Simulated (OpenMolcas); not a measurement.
**triplet NH3: a chain of runs**

Aim: the energy (UHF/STO-3G), then the energy (CASSCF(2,2)/STO-3G), then the energy (CASPT2(2,2)/STO-3G), then a single-point energy (SC-NEVPT2(2,2)/STO-3G), then a single-point energy (MRCI(2,2)/STO-3G) of triplet NH3. 

The results are computed with OpenMolcas 26.06.

## (1) The structure to begin with

NH3 has 4 atoms, charge 0, and is taken as a triplet. As SMILES of the parent species, `N`. Geometry: relaxed at PBE0-D4/def2-TZVP. That shape belongs to the parent species and isn't relaxed for this state.

Bond lengths: N1–H2 1.013 Å, N1–H3 1.013 Å, N1–H4 1.013 Å. Angles: H2–N1–H3 107.1°, H2–N1–H4 107.1°, H3–N1–H4 107.1°.

## (2) The energy at UHF/STO-3G (run 1)

The input, step1.inp:

```
* H3N Hartree-Fock

&GATEWAY
 BasLib=$CurrDir
 Coord
 4
 bohr
 N     -0.13211075     0.47142998     0.20962732
 H      0.92685397    -0.57035714     1.41574502
 H     -1.67709414    -0.57058391    -0.22470733
 H      0.88235092     0.66949217    -1.40066500
 Basis=STO-3G
 Group=NoSym

&SEWARD

&SCF
 UHF
 Spin=3
 Scramble=0.25
 PrOrbitals=1 1
```

The basis set STO-3G is read from a file made from the Basis Set Exchange's data (not shown).

Command:

```console
export MOLCAS_MEM=1860
pymolcas step1.inp > step1.log
```

Standard output:

```text
--- Start Module: gateway ---
[...]
--- Stop Module: gateway /rc=_RC_ALL_IS_WELL_ ---
--- Start Module: seward ---
[...]
      Basis functions            8
--- Stop Module: seward /rc=_RC_ALL_IS_WELL_ ---
--- Start Module: scf ---
[...]
       Convergence after  23 Iterations
[...]
::    Total SCF energy                                -54.9792505221
[...]
      Total spin, S                                     1.0009550251
[...]
      Total electronic charge=   10.000000
      Total            charge=   -0.000000
[...]
      Dipole Moment (debye):
      Origin of the operator (angstrom)=   -0.0534    0.1904    0.0847
                   X= -5.2095E-02               Y=  1.8784E-01               Z=  8.1632E-02           Total=  2.1133E-01
      Quadrupole Moment (debye*angstrom):
[...]
--- Stop Module: scf /rc=_RC_ALL_IS_WELL_ ---
[...]
```

Run time: 1.9 s. Hardware: 1 thread of Arm Neoverse V1, shared host; peak memory 0.37 GiB.

## (3) The energy at CASSCF(2,2)/STO-3G (run 2)

The input, step2.inp:

```
&GATEWAY
 BasLib
 $CurrDir
 Coord
 4
 bohr
 N     -0.13211075     0.47142998     0.20962732
 H      0.92685397    -0.57035714     1.41574502
 H     -1.67709414    -0.57058391    -0.22470733
 H      0.88235092     0.66949217    -1.40066500
 Basis
 STO-3G
 Group
 NoSym

&SEWARD

&RASSCF
 FileOrb
 $CurrDir/step1.UnaOrb
 Spin
 3
 Nactel
 2 0 0
 Inactive
 4
 Ras2
 2
 OrbListing
 Nothing
 OrbAppear
 Compact
```

The basis set STO-3G is read from a file made from the Basis Set Exchange's data (not shown).

Command:

```console
export MOLCAS_MEM=1860
pymolcas step2.inp > step2.log
```

Standard output:

```text
--- Start Module: gateway ---
[...]
--- Stop Module: gateway /rc=_RC_ALL_IS_WELL_ ---
--- Start Module: seward ---
[...]
      Basis functions            8
--- Stop Module: seward /rc=_RC_ALL_IS_WELL_ ---
--- Start Module: rasscf ---
[...]
      Number of active orbitals                  2
[...]
      Spin quantum number                      1.0
[...]
      Active orbitals                            2
[...]
      Number of CSFs                             1
[...]
      Number of root(s) required                 1
[...]
      Convergence after  7 iterations
[...]
      printout of CI-coefficients larger than  0.05 for root  1
      energy=     -54.978551
      conf/sym  11     Coeff  Weight
             1  uu   1.00000 1.00000
      Natural orbitals and occupation numbers for root  1
      sym 1:   1.000000   1.000000
      ************************************************************************************************************************
      *                                                    Final results                                                     *
[...]
::    RASSCF root number  1 Total energy:    -54.97855118
[...]
      Total electronic charge=   10.000000
      Total            charge=   -0.000000
[...]
      Dipole Moment (debye):
      Origin of the operator (angstrom)=   -0.0534    0.1904    0.0847
                   X= -5.4414E-02               Y=  1.9516E-01               Z=  8.5224E-02           Total=  2.1980E-01
      Quadrupole Moment (debye*angstrom):
[...]
--- Stop Module: rasscf /rc=_RC_ALL_IS_WELL_ ---
[...]
```

Wall time 1.7 s (1 thread of Arm Neoverse V1, shared host); peak memory 0.37 GiB.

## (4) A single-point energy at CASPT2(2,2)/STO-3G (run 3)

The input, step3.input:

```
&GATEWAY
BasLib = $CurrDir
Coord
4
bohr
N     -0.13211075     0.47142998     0.20962732
H      0.92685397    -0.57035714     1.41574502
H     -1.67709414    -0.57058391    -0.22470733
H      0.88235092     0.66949217    -1.40066500
Basis = STO-3G
Group = NoSym
&SEWARD
&RASSCF
FileOrb = $CurrDir/step2.RasOrb
Spin = 3
Nactel = 2 0 0
Inactive = 4
Ras2 = 2
OrbListing = Nothing
OrbAppear = Compact
&CASPT2
Imaginary = 0.1
Frozen = 1
```

The basis set STO-3G is read from a file made from the Basis Set Exchange's data (not shown).

Command:

```console
export MOLCAS_MEM=1860
pymolcas step3.input > step3.log
```

Standard output:

```text
--- Start Module: gateway ---
[...]
--- Stop Module: gateway /rc=_RC_ALL_IS_WELL_ ---
[...]
      Basis functions            8
[...]
--- Start Module: rasscf ---
[...]
      Number of active orbitals                  2
[...]
      Spin quantum number                      1.0
[...]
      Active orbitals                            2
[...]
      Number of CSFs                             1
[...]
      Number of root(s) required                 1
[...]
      Convergence after  4 iterations
[...]
      printout of CI-coefficients larger than  0.05 for root  1
      energy=     -54.978551
      conf/sym  11     Coeff  Weight
             1  uu   1.00000 1.00000
      Natural orbitals and occupation numbers for root  1
      sym 1:   1.000000   1.000000
      ************************************************************************************************************************
      *                                                    Final results                                                     *
[...]
::    RASSCF root number  1 Total energy:    -54.97855118
[...]
      Total electronic charge=   10.000000
      Total            charge=   -0.000000
[...]
      Dipole Moment (debye):
      Origin of the operator (angstrom)=   -0.0534    0.1904    0.0847
                   X= -5.4408E-02               Y=  1.9513E-01               Z=  8.5302E-02           Total=  2.1980E-01
      Quadrupole Moment (debye*angstrom):
[...]
--- Stop Module: rasscf /rc=_RC_ALL_IS_WELL_ ---
--- Start Module: caspt2 ---
[...]
      E2 (Variational):          -0.0404051309
      Total energy:             -55.0189563101
[...]
      Reference weight:           0.98265
[...]
::    CASPT2 Root  1     Total energy:    -55.01895631
[...]
--- Stop Module: caspt2 /rc=_RC_ALL_IS_WELL_ ---
[...]
```

It took 1.7 s on 1 thread of Arm Neoverse V1, shared host; peak memory 0.37 GiB.

## (5) The energy at SC-NEVPT2(2,2)/STO-3G (run 4)

The input, step4.inp:

```
>>> EXPORT MOLCAS_PRINT=2
&GATEWAY
BASLIB
$CurrDir
COORD
4
bohr
N     -0.13211075     0.47142998     0.20962732
H      0.92685397    -0.57035714     1.41574502
H     -1.67709414    -0.57058391    -0.22470733
H      0.88235092     0.66949217    -1.40066500
BASIS
STO-3G
GROUP
NoSym
&SEWARD
&RASSCF
FILEORB
$CurrDir/step2.RasOrb
SPIN
3
NACTEL
2 0 0
INACTIVE
4
RAS2
2
ORBLISTING
Nothing
ORBAPPEAR
Compact
&CASPT2
SC-NEVPT2
FROZEN
1
```

The basis set STO-3G is read from a file made from the Basis Set Exchange's data (not shown).

Command:

```console
export MOLCAS_MEM=1860
pymolcas step4.inp > step4.log
```

Standard output:

```text
--- Start Module: gateway ---

                                              &GATEWAY

                       available to each process: 1.9 GB of memory, 1 thread

 Basis Set     1 Label: N.STO-3G
 Basis set is read from library:.
 basistype.tbl is not found

 Basis Set     2 Label: H.STO-3G
 Basis set is read from library:.
 basistype.tbl is not found

++    Symmetry information:
      ---------------------

                    Character Table for C1

[... 209 lines left out ...]
      Note: transformation to natural orbitals
[... 7 lines left out ...]
      Natural orbitals and occupation numbers for root  1
[... 20 lines left out ...]
      Final state energy(ies):
[... 60 lines left out ...]
      Natural orbitals for root   1 are written to the RASORB.1 file
[... 75 lines left out ...]
 Compute H0 matrices for state    1
[... 14 lines left out ...]
--- Stop Module: caspt2 /rc=-6 ---

.########################.
.# Non-zero return code #.
.########################.

    Timing: Wall=1.46 User=1.09 System=0.36
```

Wall time 1.7 s (1 thread of Arm Neoverse V1, shared host); peak memory 0.37 GiB.

The program stopped with an error.

## (6) A single-point energy at MRCI(2,2)/STO-3G (run 5)

The input, step5.inp:

```
&gateway
 baslib=$CurrDir
 coord
 4
 bohr
 N     -0.13211075     0.47142998     0.20962732
 H      0.92685397    -0.57035714     1.41574502
 H     -1.67709414    -0.57058391    -0.22470733
 H      0.88235092     0.66949217    -1.40066500
 basis=STO-3G
 group=NoSym

&seward

&rasscf
 fileorb=$CurrDir/step2.RasOrb
 spin=3
 nactel=2 0 0
 inactive=4
 ras2=2
 orblisting=Nothing
 orbappear=Compact

&motra
 lumorb
 frozen=1

&guga
 electrons=8
 spin=3
 inactive=3
 active=2
 ciall=1

&mrci
 sdci
```

The basis set STO-3G is read from a file made from the Basis Set Exchange's data (not shown).

Command:

```console
export MOLCAS_MEM=1860
pymolcas step5.inp > step5.log
```

Standard output:

```text
--- Start Module: gateway ---
[...]
--- Stop Module: gateway /rc=_RC_ALL_IS_WELL_ ---
[...]
      Basis functions            8
[...]
      Number of active orbitals                  2
[...]
      Spin quantum number                      1.0
[...]
      Active orbitals                            2
[...]
      Number of CSFs                             1
[...]
      Number of root(s) required                 1
[...]
      Convergence after  4 iterations
[...]
      printout of CI-coefficients larger than  0.05 for root  1
      energy=     -54.978551
      conf/sym  11     Coeff  Weight
             1  uu   1.00000 1.00000
      Natural orbitals and occupation numbers for root  1
      sym 1:   1.000000   1.000000
      ************************************************************************************************************************
      *                                                    Final results                                                     *
[...]
::    RASSCF root number  1 Total energy:    -54.97855118
[...]
      Dipole Moment (debye):
      Origin of the operator (angstrom)=   -0.0534    0.1904    0.0847
                   X= -5.4408E-02               Y=  1.9513E-01               Z=  8.5302E-02           Total=  2.1980E-01
      Quadrupole Moment (debye*angstrom):
[...]
--- Start Module: guga ---
[...]
--- Stop Module: guga /rc=_RC_ALL_IS_WELL_ ---
--- Start Module: mrci ---
[...]
       (But an ACPF correction will be computed)
       USE THE DEFAULT ACPF G-VALUE GFAC=  0.25000000000000000
[...]
                      CI ENERGY:   -55.03901879
[...]
                ACPF CORRECTION:    -0.00221589
[...]
      Total electronic charge=   10.000000
      Total            charge=   -0.000000
[...]
     ACPF CORRECTION:     -0.00221589
[...]
  CI State   1     Total energy:    -55.03901879     QDav:     -0.00299106     QACPF:     -0.00221589
[...]
```

Run time: 1.8 s. Hardware: 1 thread of Arm Neoverse V1, shared host; peak memory 0.37 GiB.

## (7) What came out

| quantity | value |
| --- | --- |
| run 1, UHF/STO-3G: total energy | -54.97925 Eh |
| run 1, UHF/STO-3G: dipole moment | 0.21 D |
| run 1, UHF/STO-3G: ⟨S²⟩ | 2.003 |
| run 2, CASSCF(2,2)/STO-3G: total energy | -54.97855 Eh |
| run 2, CASSCF(2,2)/STO-3G: dipole moment (CASSCF density) | 0.22 D |
| run 3, CASPT2(2,2)/STO-3G: total energy | -55.01896 Eh |
| run 3, CASPT2(2,2)/STO-3G: dipole moment (CASSCF density) | 0.22 D |
| run 5, MRCI(2,2)/STO-3G: total energy | -55.03902 Eh |
| run 5, MRCI(2,2)/STO-3G: dipole moment (CASSCF density) | 0.22 D |
| run 4, SC-NEVPT2(2,2)/STO-3G | no result (crashed) |

In words: Mulliken charges (run 1, UHF/STO-3G) run from -0.12 on N1 to +0.04 on H4. Mulliken charges (run 5, MRCI(2,2)/STO-3G) of the CASSCF density run from -0.12 on N1 to +0.04 on H4. 1 of the 5 runs did not end normally.
